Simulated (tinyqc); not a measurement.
Stretching all distances: RHF, UHF, MP2, CISD and CCSD against full CI in the sto-6g basis, for NH3, spin multiplicity 1. Computed by the program tinyqc with PySCF. 

Geometry (angstrom):
```
atom        x        y       z
N      0.0000   0.0000  0.3010
H      0.9200   0.0000  0.0000
H     -0.4600   0.7970  0.0000
H     -0.4600  -0.7970  0.0000
```

All coordinates are multiplied by the scale. c0^2 is the weight of the RHF determinant in the lowest singlet FCI state (UHF is spin-contaminated and may lie near states of higher spin) and n(LUMO) the first natural occupation beyond the occupied space.

Full CI energy (hartree) and errors against it (kcal/mol):
```
scale  distance 1-2 (angstrom)     E(FCI)      RHF     UHF     MP2    CISD   CCSD  <S^2> UHF   c0^2  n(LUMO)
0.950                    0.920  -56.00286   33.075  33.075   8.682   0.584  0.091      0.000  0.976    0.016
1.110                    1.074  -56.05162   46.444  46.444  13.304   1.431  0.224      0.000  0.958    0.030
1.270                    1.229  -55.99763   65.407  65.407  20.348   3.533  0.560      0.000  0.922    0.059
1.430                    1.384  -55.91439   92.525  91.197  31.227   8.546  1.161      0.422  0.851    0.116
1.600                    1.549  -55.83083  132.201  78.151  47.838  19.661  1.715      1.747  0.722    0.225
1.760                    1.704  -55.76869  178.582  53.020  66.967  36.963  0.412      2.275  0.569    0.371
```

UHF parts from RHF first at scale 1.43 of those listed, where <S^2> leaves zero. The weight c0^2 goes from 0.98 to 0.57 and n(LUMO) from 0.02 to 0.37: static correlation grows as the bonds break into open-shell fragments. The spread of the error along the curve, which distorts its shape, is CCSD 1.6, CISD 36.4, UHF 58.1, MP2 58.3, RHF 145.5 kcal/mol. The table stops here: at scale 1.92 and beyond, the reference weight falls under 0.45 or RHF, UHF or CCSD hop between solutions, so those rows were left out and the spreads given cover only the rows shown. As computed, partly on other solutions, the errors there reach in size RHF 336, UHF 65, MP2 166, CISD 131, CCSD 36 kcal/mol.
